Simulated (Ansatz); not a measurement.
Results of PBE (plane waves, PAW; Ansatz, a quantum-chemistry and plane-wave program) for HgS (P3₂21, No. 154).

Numerical settings: plane-wave cutoff 520 eV, 12×12×4 k mesh (along the axes of the cell as run), Fermi–Dirac smearing 0.01 eV, scalar-relativistic PAW data made under PBE.

Cell (relaxed at this level):

Space group P3₂21 (No. 154); a = 4.464 Å, b = 4.464 Å, c = 9.759 Å, α = 90.00°, β = 90.00°, γ = 120.00°

```json
[
 {"atom": "Hg", "site": "3a", "symmetry": ".2.", "x": "0.2309", "y": "0.2309", "z": "0.0000"},
 {"atom": "S", "site": "3b", "symmetry": ".2.", "x": "0.5530", "y": "0.5530", "z": "0.5000"}
]
```

Task: Estimate the bulk modulus B0, band gap and smallest direct gap on the k points sampled that the calculation returns.

Result: 
- bulk modulus B0 = 7.21 GPa
- band gap = 1.83 eV
- smallest direct gap on the k points sampled = 1.86 eV

Note: the cell is over a tenth larger than the published one: the level's own overestimate first of all, though another phase or state, or a fault of the published cell, is possible; the bulk modulus comes from volumes at which shape and atoms were relaxed.

Spin–orbit coupling is not included.

It cost very roughly 20 core-minutes of CPU time.
